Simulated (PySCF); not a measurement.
# Shapes and spin states of P₄

Computed with PBE0 in PySCF with P def2-TZVP; no relativity; density-fitted integrals.

Relaxations began from a few typed shapes and spin states; open shells are unrestricted. The search is not exhaustive: other isomers or separated fragments can lie lower, and high-lying points may rest on an excited occupation.

```csv
spin,group,bonds,angles,imaginary modes (cm⁻¹),ΔE (kJ/mol),ΔE with ZPE (kJ/mol)
triplet,D2h,"P–P 2.114 Å (×4), P–P 2.489 Å","P–P–P 53.9° (×4), P–P–P 72.1° (×2), P–P–P 107.9° (×2)",none,0.0,0.0
singlet,D2h,"P–P 2.032 Å (×2), P–P 2.290 Å (×2)",P–P–P 90.0° (×4),61i,8.5,–
```

The lowest minimum found is the triplet D2h: P–P 2.114 Å (×4), P–P 2.489 Å; P–P–P 53.9° (×4), P–P–P 72.1° (×2), P–P–P 107.9° (×2).
